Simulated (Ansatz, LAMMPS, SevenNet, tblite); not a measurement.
# Ladder of methods for the elastic constant C44 of zinc-blende ZnS

Reference value: 44.8 GPa (measured, temperature not stated, no zero-point or thermal correction, our sources range from 44.8 to 46.2; as tabulated in Oses et al. (2018), arXiv:1811.08464).

```tsv
level (code)	value (GPa)	cell (Å³/atom)	difference (%)
ionic model grunwald2012 (rigid ions, LAMMPS)	51.3	20.54	+14.5
GFN2-xTB (tblite)	33.9	20.85	-24
SevenNet-l3i5	42.1	20.24	-6.0
PBE (Ansatz)	46.0	20.16	+2.7
HSE06 (Ansatz)	48.0	19.96	+7.1
```

The reference's temperature isn't stated, so close values are not ranked against it.

The measured value isn't corrected to a static lattice, so vibrations enter the comparison. A static lattice is as a rule stiffer than a warm one, by over a tenth in soft solids.  GFN2-xTB: the method was fitted mainly to molecules. GFN2-xTB: the run uses a supercell at the zone centre in place of a k mesh. Each level is taken at its own relaxed cell. K meshes differ between the levels. Ansatz's density-functional and Hartree–Fock values are scalar-relativistic unless marked +SOC, with PAW data made under PBE.

Empirical potentials (ionic model grunwald2012) are fitted to chosen data: where that held the value shown, agreement is built in, and what lay outside the fit can be far off. Machine-learned potentials (SevenNet-l3i5) are trained on DFT data: a solid inside that data is no test of them.

Differences are worked out from the printed values.

Ansatz is a first-principles code.
